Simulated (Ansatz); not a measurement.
# One arrangement of a pair

The pair of H2S (SMILES S, atoms 1–3) and CO (SMILES [C-]#[O+], atoms 4–5), both closed shells, in one local arrangement (a lower one may exist), relaxed at PBE0-D4/def2-TZVP:

```xyz
5
angstrom
S -0.1930 0.6386 -1.6121
H 0.9753 -0.0129 -1.7115
H -0.8134 -0.4415 -1.1140
C -0.2127 -0.4744 1.8764
O 0.2438 0.2902 2.5610
```

Program: Ansatz 0.2.0. Basis: def2-TZVPPD, with def2-QZVPPD for the basis limit. Cores are frozen in the correlated methods. B3LYP uses VWN-RPA correlation. Extrapolation: Hartree–Fock as exp(−7.88 √X), correlation as X^−2.97. Interaction energies count from these two fragments, frozen as in the pair, with the counterpoise correction; negative means bound.

(1) What is the interaction energy by CCSD(T) at an estimated basis limit (MP2 extrapolated from triple and quadruple zeta, plus CCSD(T) − MP2 in triple zeta)? (An estimate is asked for; the value comes from the calculation.)

(2) Which atoms make the shortest contact between the fragments?

T1 diagnostic: at most 0.019.

Answers

(1) Computed: -2.7 kJ/mol. Hartree–Fock alone gives 2.0 kJ/mol at the basis limit, so without correlation the pair would not bind at this distance. It counts from the two fragments frozen as in the pair.

The same quantity by other methods in triple zeta, and each one's difference from that estimate:
| method | E_int (kJ/mol) | difference |
| --- | --- | --- |
| PBE-D4 | -4.6 | -1.9 |
| revPBE-D4 | -3.3 | -0.6 |
| BLYP-D4 | -2.8 | -0.1 |
| r2SCAN-D4 | -3.1 | -0.4 |
| B97M-V | -3.6 | -0.9 |
| PBE0-D4 | -3.8 | -1.1 |
| B3LYP-D4 | -3.0 | -0.3 |
| HSE06-D4 | -3.9 | -1.2 |
| wB97X-V | -3.0 | -0.3 |
| wB97M-V | -2.7 | -0.1 |
| B2PLYP | -0.7 | 2.0 |
| HF | 2.0 | 4.7 |
| MP2 | -2.4 | 0.3 |
| CCSD | -1.3 | 1.4 |
| CCSD(T) | -2.0 | 0.7 |
Differences are method less estimate.

(2) H3 and C4, 3.05 Å apart.

Basis-set superposition shift (counterpoise-corrected less uncorrected): CCSD(T) 0.9; MP2 0.9; HF 0.1; PBE0-D4 0.1; wB97M-V 0.2 kJ/mol.

For scale, one of the runs: CCSD(T)/def2-TZVPPD, 162 basis functions, launched by `ansatz run in.yaml --threads 2 --pin off --events-out ev --progress --plain --max-ram 5222MiB`. The run took 26 s on 2 CPU threads of an AMD EPYC 7R43 (shared host), with 1.2 GiB of host memory at its peak.
